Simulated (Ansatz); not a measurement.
CsCl-type TlBr, treated with PBE0 (Ansatz, a quantum-chemistry and plane-wave program, plane waves, PAW).

Run with plane-wave cutoff 460 eV, 6×6×6 k mesh, Fermi–Dirac smearing 0.01 eV, scalar-relativistic PAW data made under PBE.

Pressure at four volumes; x = ln(V/32.686 Å³). One pressure is withheld.

```csv
V (Å³/atom),x,P (GPa)
31.052,-0.0513,?
31.869,-0.0253,0.572
32.686,0.0000,0.006
34.321,0.0488,-0.894
```

Pass a parabola P(x) through the three rows shown, estimate the bulk modulus and its pressure derivative near zero pressure, and predict the withheld pressure.

Slopes between the rows: (0.006 − (0.572))/(0.0000 − (-0.0253)) = -22.37 and (-0.894 − (0.006))/(0.0488 − (0.0000)) = -18.44 GPa. Their difference over the span 0.0741 is c = 3.93/0.0741 = 53.0 GPa, so P(x) = 0.572 + (-22.37)(x − (-0.0253)) + 53.0 (x − (-0.0253))(x − (0.0000)). At the middle row B = −dP/dx = −[-22.37 + 53.0 × 0.0253] = 21.0 GPa, and B′ = dB/dP = 2c/B = 5.0. At x = -0.0513 the parabola gives 1.224 GPa; the run gives 1.233 GPa. The Birch–Murnaghan fit to the energies at all volumes has B0 = 20.9 GPa and B′ = 5.1.

Spin–orbit coupling is not included; it can shift volumes and moduli of such heavy elements.
